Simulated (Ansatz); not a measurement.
**CH2+ (doublet): from Hartree-Fock to the top rungs at scale of all distances = 0.878, cc-pVTZ**

Aim: climb from Hartree-Fock through coupled cluster and multireference methods for CH2+ (doublet) at one geometry and basis, and see what each rung misses.

The runs use Ansatz 0.2.0, Gaussian basis; cc-pVTZ, core rule «outside noble gas», up to 1 orbitals frozen.

The runs, in order: UHF; CCSD(T) on ROHF; CCSD(T) on UHF; BCCD(T) on ROHF; CISD; CCSDT(Q) on ROHF; CCSDT(Q) on UHF; CASSCF and MRCISD+Q, 3 electrons in 3 orbitals; CASSCF and NEVPT2, 3 electrons in 3 orbitals; CASSCF and MRCISD+Q, 5 electrons in 6 orbitals; CASSCF and NEVPT4(SD), 5 electrons in 6 orbitals; CASSCF and NEVPT2, 5 electrons in 6 orbitals; Full CI.

12 further runs of the same task are left out: 9 that didn't finish, 3 set aside as unsound or not needed.

**1. The system**

The geometry derives from a PBE0/def2-TZVP stationary point (not a proven minimum). All distances are scaled together.

3 atoms, charge 1, spin multiplicity 2.

Atoms are counted from 1 here; the program's logs count them from 0.

Bond lengths: C1–H2 0.960 Å, C1–H3 0.960 Å. Angles: H2–C1–H3 180.0°.

Coordinates:

| atom | x (Å) | y (Å) | z (Å) |
| --- | --- | --- | --- |
| C1 | 0.00000 | 0.00000 | 0.00000 |
| H2 | 0.00000 | 0.00000 | -0.96013 |
| H3 | 0.00000 | 0.00000 | 0.96013 |

**2. UHF**

in.yaml reads:

```yaml
crystal:
  periodic: [false, false, false]
  atoms:
    - {symbol: C, position_ang: [0.000000, 0.000000, 0.000000]}
    - {symbol: H, position_ang: [0.000000, 0.000000, -0.960125]}
    - {symbol: H, position_ang: [0.000000, 0.000000, 0.960125]}
basis:
  gaussian: {orbitals: cc-pVTZ}
total_charge: 1
magnetization: {spin_polarized: true, initial_magnetization: 1}
hamiltonian: {xc: hf}
output: {orbitals: {seedname: orbitals}}
```

Launch:

```
> ansatz run in.yaml --threads 1 --pin off --events-out ev --progress --plain --max-ram 2393MiB
```

Further steps of the session: CCSD(T) on ROHF; CCSD(T) on UHF; BCCD(T) on ROHF; CISD; CCSDT(Q) on ROHF; CCSDT(Q) on UHF; CASSCF and MRCISD+Q, 3 electrons in 3 orbitals; CASSCF and NEVPT2, 3 electrons in 3 orbitals; CASSCF and MRCISD+Q, 5 electrons in 6 orbitals; CASSCF and NEVPT4(SD), 5 electrons in 6 orbitals; CASSCF and NEVPT2, 5 electrons in 6 orbitals; Full CI.

**Question.** What will the summary of the whole plan be? Wanted: FCI from the RHF energy; RMP2 from FCI; UMP2 from FCI; RCCSD from FCI; RCCSD(T) from FCI; UCCSD(T) from FCI; RCCSDT(Q) from FCI; UCCSDT(Q) from FCI; NEVPT2 pair from FCI.

**Answer**, as computed:

| quantity | value |
| --- | --- |
| FCI from the ROHF energy | -3.2812 eV |
| RMP2 from FCI | +574.7 meV |
| UMP2 from FCI | +580.8 meV |
| RCCSD from FCI | +63.5 meV |
| RCCSD(T) from FCI | +10.1 meV |
| UCCSD(T) from FCI | +8.8 meV |
| RCCSDT(Q) from FCI | -0.1 meV |
| UCCSDT(Q) from FCI | -1.4 meV |
| NEVPT2 pair from FCI | +607.8 meV |
| MRCISD+Q pair from FCI | -1.1 meV |
| NEVPT2 valence from FCI | +415.2 meV |
| levels within 1 kcal/mol (43 meV) | RCCSD(T), UCCSD(T), BCCD(T), RCCSDT, UCCSDT, RCCSDT(Q), UCCSDT(Q), MRCISD+Q pair, NEVPT4(SD) valence, MRCISD+Q valence |
| T1 diagnostic | 0.015 |
| effectively unpaired electrons | 1.01 |

RCCSD(T) misses by +10.1 meV, 0.3 % of the correlation energy. MRCISD+Q valence falls below full CI: the +Q correction isn't variational, and the cores differ from full CI's. One determinant dominates. Of the multireference levels listed MRCISD+Q pair comes nearest in total energy (-1.1 meV), which doesn't show that its space is the better one. These misses are within one basis, not against nature; the frozen cores of restricted and unrestricted runs differ, which can shift their rows.

Levels on UHF freeze UHF's core orbitals, full CI those of ROHF, so the U rows can settle a little off it for that reason alone.

With open shells the CI space here admits some triples and quadruples, so it is larger than plain CISD.
